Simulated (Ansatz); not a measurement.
# AlFH4Si (SMILES [F][AlH][SiH3]): functionals against CCSD(T) at one geometry

The atoms stand at a structure displaced at random from a GFN2-xTB minimum. How far do the functionals agree with CCSD(T) there?

Method: single points in def2-TZVPP; program: Ansatz 0.2.0, Gaussian basis.

Cores are frozen in the correlated methods.

### Step 1. The system as given

SMILES `[F][AlH][SiH3]`, 7 atoms, charge 0, spin multiplicity 1.

Atoms are counted from 1 here; the program's logs count them from 0.

Bond lengths: F1–Al2 1.635 Å, Al2–Si3 2.432 Å, Al2–H4 1.567 Å, Si3–H5 1.451 Å, Si3–H6 1.468 Å, Si3–H7 1.425 Å. Angles: F1–Al2–Si3 125.4°, F1–Al2–H4 109.4°, Si3–Al2–H4 125.1°, Al2–Si3–H5 110.3°, Al2–Si3–H6 115.0°, Al2–Si3–H7 114.4°, H5–Si3–H6 103.2°, H5–Si3–H7 105.6°, H6–Si3–H7 107.3°.

Coordinates:

```tsv
atom	x (Å)	y (Å)	z (Å)
F1	-1.3014	-2.2832	0.3749
Al2	-0.1625	-1.1615	0.7165
Si3	0.1858	0.9117	-0.5054
H4	0.7123	-1.6584	1.9183
H5	-0.7956	1.0431	-1.5662
H6	-0.0063	2.1363	0.2812
H7	1.4552	1.0126	-1.1445
```

### Step 2. CCSD(T)/def2-TZVPP

Input file run/in.yaml:

```yaml
crystal:
  periodic: [false, false, false]
  atoms:
    - {symbol: F, position_ang: [-1.301400, -2.283200, 0.374900]}
    - {symbol: Al, position_ang: [-0.162500, -1.161500, 0.716500]}
    - {symbol: Si, position_ang: [0.185800, 0.911700, -0.505400]}
    - {symbol: H, position_ang: [0.712300, -1.658400, 1.918300]}
    - {symbol: H, position_ang: [-0.795600, 1.043100, -1.566200]}
    - {symbol: H, position_ang: [-0.006300, 2.136300, 0.281200]}
    - {symbol: H, position_ang: [1.455200, 1.012600, -1.144500]}
basis:
  gaussian: {orbitals: def2-TZVPP}
correlation: {method: ccsd_t}
output: {forces: true}
```

No record of the launch command was kept for these runs.

### Step 3. PBE0-D4/def2-TZVPP

Changes to run/in.yaml since step 2:

```diff
@@ -12,3 +12,3 @@
   gaussian: {orbitals: def2-TZVPP}
-correlation: {method: ccsd_t}
-output: {forces: true}
+hamiltonian: {xc: pbe0, dispersion: d4}
+output: {forces: true, orbitals: {seedname: orbitals}}
```

### Step 4. wB97M-V/def2-TZVPP

Changes to run/in.yaml since step 3:

```diff
@@ -12,3 +12,3 @@
   gaussian: {orbitals: def2-TZVPP}
-hamiltonian: {xc: pbe0, dispersion: d4}
-output: {forces: true, orbitals: {seedname: orbitals}}
+hamiltonian: {xc: {name: wB97M-V}}
+output: {forces: true}
```

### Step 5. r2SCAN-D4/def2-TZVPP

Changes to run/in.yaml since step 4:

```diff
@@ -12,3 +12,3 @@
   gaussian: {orbitals: def2-TZVPP}
-hamiltonian: {xc: {name: wB97M-V}}
+hamiltonian: {xc: r2scan, dispersion: d4}
 output: {forces: true}
```

### Step 6. PBE-D4/def2-TZVPP

Changes to run/in.yaml since step 5:

```diff
@@ -12,3 +12,3 @@
   gaussian: {orbitals: def2-TZVPP}
-hamiltonian: {xc: r2scan, dispersion: d4}
+hamiltonian: {xc: pbe, dispersion: d4}
 output: {forces: true}
```

### Step 7. B97M-V/def2-TZVPP

Changes to run/in.yaml since step 6:

```diff
@@ -12,3 +12,3 @@
   gaussian: {orbitals: def2-TZVPP}
-hamiltonian: {xc: pbe, dispersion: d4}
+hamiltonian: {xc: {name: B97M-V}}
 output: {forces: true}
```

### Step 8. BHLYP-D4/def2-TZVPP

Changes to run/in.yaml since step 7:

```diff
@@ -12,3 +12,3 @@
   gaussian: {orbitals: def2-TZVPP}
-hamiltonian: {xc: {name: B97M-V}}
+hamiltonian: {xc: {name: BHLYP}, dispersion: d4}
 output: {forces: true}
```

(Steps that only read results are left out.)

**Question.** What will these runs give? Wanted: energy less free atoms, CCSD(T)/def2-TZVPP; RMS force component; RMS force error; HOMO and LUMO, PBE0-D4; T1 diagnostic.

As calculated:

```
                                  quantity                                                                                           value
energy less free atoms, CCSD(T)/def2-TZVPP                                                                                      -20.990 eV
                       RMS force component                                                            0.397 to 0.569 eV/Å over the methods
                           RMS force error  PBE0-D4 0.055, wB97M-V 0.061, r2SCAN-D4 0.046, PBE-D4 0.177, B97M-V 0.093, BHLYP-D4 0.147 eV/Å
                    HOMO and LUMO, PBE0-D4                                                                              -7.99 and -1.84 eV
                             T1 diagnostic                                                                                           0.013
```

In words: Against CCSD(T) the functionals' energies less atoms differ by -0.689 to +0.005 eV, PBE-D4 by -0.135 eV. A larger basis would deepen the CCSD(T) value, while the functionals are nearly converged already, so the order here is not reliable. For forces r2SCAN-D4 does best and PBE-D4 worst. Frozen-core CCSD(T) forces in triple zeta carry basis errors of their own, and this is one geometry, so small gaps rank nothing.
